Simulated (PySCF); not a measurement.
Estimate the missing entries of this data sheet.

Species: C5H5S (charge -1).
Atom-mapped SMILES: `[CH2:1]=[C:2]([S-:3])[C:4]#[C:5][CH3:6]` (hydrogens: H7, H8 on C1; H9, H10, H11 on C6)

| property | level | value |
| --- | --- | --- |
| rotational constants A, B, C of the GFN2-xTB geometry | GFN2-xTB | ? |
| HOMO energy | PBE0/pcSseg-1 | -0.09 eV |
| LUMO energy | PBE0/pcSseg-1 | ? |
| 13C chemical shifts (computed TMS as zero) by class | GIAO PBE0/pcSseg-1 | ? |
| 1H chemical shifts (computed TMS as zero) by class | GIAO PBE0/pcSseg-1 | ? |
| isotropic shieldings of nuclei other than C and H, by class | GIAO PBE0/pcSseg-1 | ? |

Gas-phase values; electronic properties from PySCF, density fitting. Geometry: GFN2-xTB; no solvent or vibrations. GFN2-xTB frequencies show an imaginary mode (28i cm⁻¹), so this geometry is no minimum at that level. NMR classes are plain means over equivalent atoms (diastereotopic ones count apart unless rotation or inversion swaps them), as if these changed places fast; in this geometry the members of some classes differ. No diffuse functions stand in pcSseg-1, which bears on an anion's orbital energies.

Question: The 13C chemical shifts (computed TMS as zero) by class?

Answer: 160.3 (C2), 103.5 (C1), 96.5 (C4), 76.9 (C5), 7.6 (C6) ppm.

Question: What are the isotropic shieldings of nuclei other than C and H, by class?

Answer: 389 (S3) ppm.

Question: Give the rotational constants A, B, C of the GFN2-xTB geometry.

Answer: 5.938, 1.512, 1.214 GHz.

Question: What is the LUMO energy?

Answer: 4.27 eV.

Question: What are the 1H chemical shifts (computed TMS as zero) by class?

Answer: 4.81 (H7), 4.59 (H8), 1.99 (H9/H10/H11) ppm.

With B = h/(8π²I), that is 505.379 GHz u Å² over I, the principal moments of inertia are 85.1, 334.2 and 416.2 u Å² (most abundant isotopes); the inertial defect Ic − Ia − Ib is -3.1 u Å² (zero for a rigid planar frame, negative otherwise). The rotational constants make it an asymmetric top with κ = (2B − A − C)/(A − C) = -0.87, nearer the prolate limit (−1).
